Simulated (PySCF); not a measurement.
# TDDFT beside published excitation energies

Published values to compare with (the computed states carry no symmetry labels, so the two lists aren't matched line by line):

```
    state  E (eV)  f   kind of transition  source
3Σ+(π→π*)    3.47     vertical absorption     [1]
 3Δ(π→π*)    4.22     vertical absorption     [1]
1Σ-(π→π*)    4.84     vertical absorption     [1]
 1Δ(π→π*)    5.15     vertical absorption     [1]
```

[1] computed, theoretical best estimate (aug-cc-pVTZ, frozen core, CC3 geometry), gas; Veril, Scemama, Caffarel, Lipparini, Boggio-Pasqua, Jacquemin, Loos, WIREs Comput. Mol. Sci. 2021, 11, e1517 (QUESTDB)

Phosphaethyne, CHP.
SMILES: `C#P`

The calculation used PySCF, TDDFT wB97X-D/def2-SVPD, vertical, gas phase, core orbitals frozen in the response. Isolated species at its PBE0-D3(BJ)/def2-SVP geometry, gas phase.

Computed singlets: 4.45 eV (f 0.000); 4.83 eV (f 0.000 summed over 2 states); 7.45 eV (f 0.034 summed over 2 states); 7.99 eV (f 0.552).

Question: How does the lowest computed singlet compare with the best estimate listed for the lowest singlet (vertical absorption)?

Answer: 4.45 eV against 4.84 eV for 1Σ-(π→π*) [1]: a difference of -0.39 eV. Geometry and basis of the two calculations needn't be the same.

Hardware: AMD EPYC 9R45, one thread, shared host. Cost: 0.86 s of wall time (grids of density and orbitals included), 0.28 GiB resident at most.
